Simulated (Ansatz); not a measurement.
Predict the output of the script below (Ansatz 0.2.0 through its Python package).

`alh3s2.py`:
```python
# -*- coding: utf-8 -*-
"""Active-space calculation on AlH3S2."""

import warnings

import ansatz as az

params = {
    "basis_set": "cc-pVDZ",
}

warnings.simplefilter("ignore", az.DeckWarning)

geometry_ang = [
    ("S", (-1.2796, -1.2028, -1.1768)),
    ("Al", (0.4636, 0.0394, -0.5001)),
    ("S", (1.3821, -0.3922, 1.4995)),
    ("H", (-2.15, -0.2442, -0.5903)),
    ("H", (1.0569, 1.1967, -1.442)),
    ("H", (0.569, 0.539, 2.1635)),
]
system = az.Crystal.molecule()
for symbol, xyz in geometry_ang:
    system = system.atom(symbol, xyz)

base = (
    system.calculation()
    .basis(gaussian=params["basis_set"])
    .scf(lower_state_search="light")
    .correlation(active_electrons=6, active_orbitals=6)
)
for method in ["sc_nevpt2"]:
    rep = (base if method is None else base.correlation(method)).run().report
    space = rep["configurations"]
    state = space["states"][0]
    print(method or "casscf", f"total {rep['free_energy_ev'] / 27.211386246:.6f} Ha, active-space state {state['energy']['hartree']:.6f} Ha, mean field {rep['reference_energy_ev'] / 27.211386246:.6f} Ha")
    print("  determinants", state["n_determinants"], " natural occupations", [round(n, 3) for n in space["natural_occupations"]])
```

Running `python alh3s2.py` prints:
```text
sc_nevpt2 total -1039.125104 Ha, active-space state -1038.844637 Ha, mean field -1038.796115 Ha
  determinants 400  natural occupations [1.976, 1.972, 1.97, 0.03, 0.028, 0.024]
```

These settings explore the input space; basis and method may be short of convergence. The geometry is a force-field or estimated start, not a minimum of this method, and the basis set is short of its limit. The active space starts as a window about the frontier orbitals and is then optimised, not chosen by chemistry. Timing: 4.1 s on 1 thread of Arm Neoverse V2, with other jobs on the host, peak memory 0.22 GiB.
